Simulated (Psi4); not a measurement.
Psi4 input (wB97X-D/6-31G*):

```
memory 1500 MB

molecule {
-1 1
C     0.37929460    0.55476049    0.30227314
C     0.02534738   -0.76307343   -0.03003155
O     0.69996098    1.63440694   -0.15189047
O    -1.12129664   -1.30302412   -0.06769073
H     0.94283335   -1.40118499    0.12320002
symmetry c1
no_reorient
no_com
}

set {
  basis 6-31G*
  reference rks
  scf_type pk
  dft_radial_points 99
  dft_spherical_points 590
  e_convergence 1e-8
  d_convergence 1e-7
  maxiter 150
}

e = energy('wb97x-d')
print_out(f'\nFINAL {e:.10f} DIPOLE {variable("CURRENT DIPOLE")[0]:.6f} {variable("CURRENT DIPOLE")[1]:.6f} {variable("CURRENT DIPOLE")[2]:.6f}\n')
```

Question: What final total energy does it give?

Answer: -227.11451 Eh.
